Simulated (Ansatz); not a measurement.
System: H2O2, charge 1, doublet. H2O2+ (parent SMILES OO, doublet).
B3LYP-D3(BJ)/def2-TZVP minimum from Ansatz (an electronic-structure program):
```
O
H 1 0.9984
O 1 1.3082 2 104.59
H 3 0.9984 1 104.59 2 180.00
```
Charge +1, spin multiplicity 2.

Hartree-Fock and CCSD correlation energies in hartree (Ansatz). Radicals and triplets start from unrestricted determinants; spin-orbit coupling is neglected. Cores are frozen in correlated methods. No relativity.

```json
[
 {"basis": "cc-pVTZ", "X": "3", "E(HF)": "-150.48237", "E(corr, CCSD)": "-0.47571"},
 {"basis": "cc-pVQZ", "X": "4", "E(HF)": "-150.49431", "E(corr, CCSD)": "-0.50608"},
 {"basis": "cc-pV5Z", "X": "5", "E(HF)": "-150.49734", "E(corr, CCSD)": "withheld"}
]
```

Task: Fit E(corr) = E∞ + A/X³ to X = 3 and 4, predict X = 5, and compare with the run.

Result: A = (-0.47571 - (-0.50608))/(1/27 - 1/64) = 1.4184; E∞ = -0.50608 - A/64 = -0.52824; at X = 5, E∞ + A/125 = -0.51690. The run gave -0.51687, 0.03 mEh above the prediction. The same form on X = 4 and 5 gives E∞ = -0.52819, 0.05 mEh above the first estimate.
